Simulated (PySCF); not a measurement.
Rows and methods have been separated. Pair them.

C₄H₅FO.
SMILES: `O=C(F)C1CC1`

The closed-shell ground state was solved 5 times with PySCF (density fitting, gas phase), always in the pcJ-1 basis (212 functions), with these functionals: B97-2, CAM-B3LYP, KT2, LDA and PBE0. The structure is a single PBE0-D3(BJ)/def2-SVP conformer in the gas phase; no vibrational or solvent corrections.

```tsv
row	total energy (Eh)	HOMO (eV)	LUMO (eV)	dipole (D)
P	-335.6618	-7.32	-1.36	3.19
Q	-330.3869	-8.60	-0.43	3.31
R	-327.9087	-7.41	-1.74	3.23
S	-330.1361	-8.91	-0.36	3.31
T	-330.3615	-10.40	0.86	3.32
```

Question: Which functional belongs to which row?

Answer: P = KT2, Q = B97-2, R = LDA, S = PBE0, T = CAM-B3LYP. By rising HOMO–LUMO gap: LDA (LDA) 5.67 eV; KT2 (GGA) 5.96 eV; B97-2 (global hybrid, 21 % exact exchange) 8.17 eV; PBE0 (global hybrid, 25 % exact exchange) 8.55 eV; CAM-B3LYP (range-separated hybrid) 11.26 eV. Total energies of different functionals aren't bounds to one another; each is stationary for its own functional.

Conformer computed: `[O:1]=[C:2]([F:3])[CH:4]1[CH2:5][CH2:6]1`: O1–C2–C4–C5 34°.
